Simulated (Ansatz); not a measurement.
```yaml
crystal:
  periodic: [false, false, false]
  atoms:
    - {symbol: B, position_ang: [-1.318115, 0.001925, -0.002286]}
    - {symbol: P, position_ang: [0.375856, -0.000549, 0.000652]}
    - {symbol: H, position_ang: [1.295483, 1.033995, -0.000087]}
    - {symbol: H, position_ang: [1.292450, -1.037774, 0.004576]}
basis:
  gaussian: {orbitals: def2-TZVP}
magnetization: {spin_polarized: true, initial_magnetization: 2}
hamiltonian: {xc: pbe0}
relax: {f_tol: 0.004, max_steps: 80}
```

```sh
$ ansatz run in.yaml --threads 1 --pin off --events-out ev --progress --plain --max-ram 2176MiB
```

Steps of the relaxation (energy above the last step; positions in Å, forces in eV/Å):

```
4
step 1, 99.0 meV
B    -1.318    0.002   -0.002   -0.894    0.001   -0.002
P     0.376   -0.001    0.001    1.040   -0.002    0.002
H     1.295    1.034    0.000   -0.071    0.827   -0.002
H     1.292   -1.038    0.005   -0.074   -0.827    0.002
```

```
4
step 2, 9.0 meV
B    -1.298    0.002   -0.002   -0.540    0.001   -0.001
P     0.410   -0.001    0.001    0.685   -0.001    0.001
H     1.268    1.110    0.000   -0.072    0.111    0.000
H     1.265   -1.113    0.005   -0.072   -0.111    0.000
```

```
4
step 3, 0.1 meV
B    -1.300    0.002   -0.002   -0.035    0.000    0.000
P     0.426   -0.001    0.001    0.073    0.000    0.000
H     1.261    1.129    0.000   -0.019   -0.021    0.000
H     1.258   -1.133    0.005   -0.019    0.021    0.000
```

```
4
step 5, 0.0 meV
B    -1.300    0.002   -0.002    0.000    0.000    0.000
P     0.427   -0.001    0.001    0.000    0.000    0.000
H     1.261    1.129    0.000    0.000    0.000    0.000
H     1.257   -1.133    0.005    0.000    0.000    0.000
```

Close pairs at the end: P2–H4 1.404 Å, P2–H3 1.404 Å, B1–P2 1.727 Å.

A stationary point of unrestricted PBE0 after 5 steps, with ⟨S²⟩ = 2.032 against 2.00 for a pure state; no frequencies were run, so it isn't proven a minimum. 21 s on 1 thread of AMD EPYC 7R43, shared host.
